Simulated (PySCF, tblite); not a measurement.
# C₅H₉O radical: geometry, infrared bands and EPR parameters

Wanted: the infrared bands and EPR parameters of C₅H₉O radical (`[O]C1CCCC1`), by calculation.

Computed with tblite 0.8.0 and PySCF 2.14.0, with density-fitted response routines of our own, on a single molecule in the gas phase. Atoms are numbered from 0 throughout.

### Step 1. Starting geometry

15 atoms, charge 0, multiplicity 2; geometry from: force field or distance geometry start.

Bonds of the start (Å): O0–C1 1.37, C1–C2 1.52, C2–C3 1.52, C3–C4 1.53, C4–C5 1.52, C5–C1 1.53, C1–H6 1.10, C2–H7 1.12, C2–H8 1.10, C3–H9 1.09, C3–H10 1.11, C4–H11 1.09, C4–H12 1.10, C5–H13 1.10, C5–H14 1.11.

### Step 2. Relaxing the molecule with GFN2-xTB

Job settings and geometry (Å):

```
{"job": {"kind": "relax", "xc": "GFN2-xTB", "basis": "xTB"}, "charge": 0, "multiplicity": 2}
O      0.656700    -1.203100    -1.552700
C      0.788200    -0.958400    -0.209500
C      1.147600     0.503500     0.002600
C     -0.158900     1.260800     0.136000
C     -1.183700     0.214300    -0.294900
C     -0.610700    -1.001500     0.409500
H      1.495200    -1.618700     0.315200
H      1.659300     0.565400     0.996600
H      1.758000     0.903100    -0.817400
H     -0.241100     2.140700    -0.499000
H     -0.379200     1.458300     1.206800
H     -2.208500     0.453500     0.001900
H     -1.050700     0.024600    -1.366000
H     -1.130700    -1.930500     0.147300
H     -0.546100    -0.804000     1.501600
```

Launch:

```bash
$ OMP_NUM_THREADS=1 python probes_run.py task.json out
```

This one command runs all jobs of the session in turn.

**Question.** This job is followed by: GFN2-xTB harmonic vibrations, gas phase; UKS B3LYP, pcH-1 on C H O, non-relativistic, mean-field spin-orbit, GIAO. What will the session give for the following? strongest single infrared mode (GFN2-xTB); zero-point energy (GFN2-xTB); g(iso) (B3LYP); ⟨S²⟩; largest a(iso) (averaged by class); potential on the surface of density 0.002 e/bohr³, 1st and 99th percentile; property runs in this session.

**Answer**, as computed:

```
                                                                  quantity                                            value
                                 strongest single infrared mode (GFN2-xTB)                             647 cm⁻¹, 139 km/mol
                                              zero-point energy (GFN2-xTB)                                    80.2 kcal/mol
                                                            g(iso) (B3LYP)                                          2.02065
                                                                      ⟨S²⟩                               0.754 (exact 0.75)
                                        largest a(iso) (averaged by class)                              1H on H6, 352.9 MHz
potential on the surface of density 0.002 e/bohr³, 1st and 99th percentile                               -1.50 V and 1.09 V
                                             property runs in this session  1, of which 0 failed and 1 gave unsound results
```

In words: The optimisation took 80 steps and gained 0.532 eV; among the close pairs (by a distance rule), O0–C1 changed most, from 1.372 to 1.300 Å. No mode is imaginary among the 39: a minimum at this level. The strongest single mode, at 647 cm⁻¹, has its largest shares on C1, C2 and H6 (the list is cut at 3 atoms). GFN2-xTB is a fitted tight-binding method: band positions and strengths are rough. Its intensities can rank the bands wrongly. Most of the unpaired spin sits on O0 (0.81 e). The isotropic g lies 18.3 ppt above the free-electron value. These values are not to be trusted: the run shows nearly degenerate orbitals, where second-order g theory doesn't apply. These values are for one conformer; the search (at its own cheap level) found 1 more, at 0.71 kcal/mol, and measured spectra average over such forms.
